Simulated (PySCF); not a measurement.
Compound: methanethiol, CH₄S.
SMILES with atom numbers: `[CH3:1][SH:2]` (hydrogens: H3, H4, H5 on C1; H6 on S2)

The geometry is computed with GFN2-xTB (gas phase).

Q: What internal coordinates does the optimisation give?

A: 
```json
{"bond": "C1–S2", "length (Å)": "1.822", "order": "single"}
{"bond": "C1–H3, C1–H4, C1–H5", "length (Å)": "1.086", "order": "single"}
{"bond": "S2–H6", "length (Å)": "1.331", "order": "single"}
```

Bonds in one row agree within 0.01 Å and their mean is given. Orders are formal, as drawn. A selection of angles:
```json
{"angle": "S2–C1–H3", "degrees": "109.7"}
{"angle": "S2–C1–H4", "degrees": "106.3"}
{"angle": "H3–C1–H4", "degrees": "110.0"}
{"angle": "H3–C1–H5", "degrees": "111.0"}
{"angle": "C1–S2–H6", "degrees": "96.2"}
```

S2 (thiol sulfur) is bent (angle 96.2°).

Point group: Cs (every atom within 0.08 Å of its image). No frequency check.
